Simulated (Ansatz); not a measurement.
# CCSD(T) against full CI for several species

Each species is computed at the geometry given (Å), with frozen cores, in Ansatz 0.2.0: RHF-CCSD(T) for singlets, UHF-CCSD(T) otherwise, and full CI in the same basis. The program picks the determinant by a search with trial CCSD, so it needn't be the lowest Hartree–Fock solution. States: BP triplet Σ⁻ or Δ, HCl⁺ quartet Σ⁻ or Δ, Mg2 triplet Πg. Cases whose determinant has another symmetry than full CI's state, or lies over 0.5 eV above the lowest of its kind, whose (Q) step broke down or whose higher cluster runs on it stay over 0.1 eV above full CI weren't drawn.

Q: Judging by size, spin and bonding and the diagnostics given, rank them by the size of CCSD(T)'s error in total energy against full CI in the same basis, smallest first (an estimate).
A. BP, triplet, 6-31G: B 0.000 0.000 0.000; P 0.000 0.000 3.849. T1 0.017, (T) -19 meV in a correlation energy of -1.64 eV
B. Mg2, triplet, aug-cc-pVTZ: Mg 0.000 0.000 0.000; Mg 0.000 0.000 2.707. T1 0.057, (T) -83 meV in a correlation energy of -1.58 eV
C. HCl⁺, quartet, cc-pVDZ: Cl 0.000 0.000 0.000; H 0.000 0.000 1.321. T1 0.009, (T) -42 meV in a correlation energy of -3.32 eV

A: C (11.0 meV), A (30.3 meV), B (41.1 meV).

```
      species        basis  correlated electrons  CCSD(T) − full CI (meV)  CCSDT(Q) − full CI (meV)  unpaired electrons (full CI)     T1  ⟨S²⟩ of the determinant
HCl⁺, quartet      cc-pVDZ                     7                     11.0                      -0.2                          3.01  0.009                     3.76
  BP, triplet        6-31G                     8                     30.3                       0.2                          3.72  0.017                     2.97
 Mg2, triplet  aug-cc-pVTZ                     4                     41.1                       0.6                          2.10  0.057                     2.16
```

Unpaired electrons are Σ n²(2−n)² over natural occupations; an open shell counts its own unpaired electrons too. Frozen cores follow each run's orbitals, which moves totals by a few meV. No single determinant describes BP, triplet well, by full CI's occupations.
